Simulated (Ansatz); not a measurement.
# C2H8Si: the cost of one run

Method: PBE0-D4/def2-TZVP structures, single points in def2-TZVPP, no counterpoise correction; program: Ansatz 0.2.0, Gaussian basis.

Levels: SPW92, PBE-D4, BLYP-D4, r2SCAN-D4, B97M-V, PBE0-D4, B3LYP-D4, r2SCAN0-D4, BHLYP-D4, CAM-B3LYP-D4, wB97X-V, wB97M-V, B2PLYP, PBE-QIDH, RPA on PBE, Hartree-Fock, MP2, CCSD, CCSD(T).

Correlated methods freeze the cores. B3LYP uses VWN-RPA correlation. B2PLYP carries no dispersion term here.

94 further runs of the same task are left out: 94 set aside as unsound or not needed.

## (1) Where the work starts

The complex: 13 atoms, charge 0, spin multiplicity 1.

Atoms are counted from 1 here; the program's logs count them from 0.

Bond lengths: Si1–H3 1.492 Å, Si1–H4 1.491 Å, Si1–C5 1.871 Å, Si1–C7 1.871 Å, H2–H6 0.747 Å, C5–H8 1.092 Å, C5–H9 1.093 Å, C5–H10 1.093 Å, C7–H11 1.093 Å, C7–H12 1.093 Å, C7–H13 1.092 Å. Angles: H3–Si1–H4 107.2°, H3–Si1–C5 109.5°, H3–Si1–C7 109.5°, H4–Si1–C5 109.5°, H4–Si1–C7 109.5°, C5–Si1–C7 111.5°, Si1–C5–H8 111.1°, Si1–C5–H9 110.8°, Si1–C5–H10 110.8°, H8–C5–H9 108.0°, H8–C5–H10 108.0°, H9–C5–H10 108.0°, Si1–C7–H11 110.8°, Si1–C7–H12 110.8°, Si1–C7–H13 111.1°, H11–C7–H12 108.0°, H11–C7–H13 108.0°, H12–C7–H13 108.0°.

As a file:

```
Si   -0.9345   -0.1732   -0.1429
H     2.0677   -1.3497   -1.2239
H    -0.6634   -1.2699   -1.1175
H    -2.4155   -0.0501   -0.0181
C    -0.2013   -0.6210    1.5197
H     2.7511   -1.1233   -1.0255
C    -0.2261    1.4309   -0.7963
H    -0.6211   -1.5571    1.8948
H     0.8822   -0.7422    1.4467
H    -0.4052    0.1592    2.2574
H    -0.4308    2.2551   -0.1083
H     0.8570    1.3554   -0.9205
H    -0.6600    1.6858   -1.7658
```

Its parts: C2H8Si holds atoms 1, 3, 4, 5, 7, 8, 9, 10, 11, 12, 13; H2 holds atoms 2, 6. Each part counts its atoms afresh in its own runs.

## (2) Relaxing C2H8Si alone

Input file relax-a/in.yaml:

```yaml
crystal:
  periodic: [false, false, false]
  atoms:
    - {symbol: Si, position_ang: [-0.934525, -0.173250, -0.142852]}
    - {symbol: H, position_ang: [-0.663381, -1.269872, -1.117479]}
    - {symbol: H, position_ang: [-2.415461, -0.050132, -0.018112]}
    - {symbol: C, position_ang: [-0.201326, -0.620967, 1.519720]}
    - {symbol: C, position_ang: [-0.226073, 1.430914, -0.796262]}
    - {symbol: H, position_ang: [-0.621139, -1.557081, 1.894775]}
    - {symbol: H, position_ang: [0.882238, -0.742240, 1.446711]}
    - {symbol: H, position_ang: [-0.405239, 0.159242, 2.257376]}
    - {symbol: H, position_ang: [-0.430803, 2.255050, -0.108282]}
    - {symbol: H, position_ang: [0.856975, 1.355449, -0.920540]}
    - {symbol: H, position_ang: [-0.660037, 1.685793, -1.765762]}
basis:
  gaussian: {orbitals: def2-TZVP}
hamiltonian: {xc: pbe0, dispersion: d4}
relax: {f_tol: 0.005, max_steps: 200}
```

Launch:

```sh
ansatz run in.yaml --threads 4 --pin off --events-out ev --progress --plain --max-ram 9574MiB
```

**Question.** How long does this run take on 4 threads of AMD EPYC, shared host?

About 13 s.
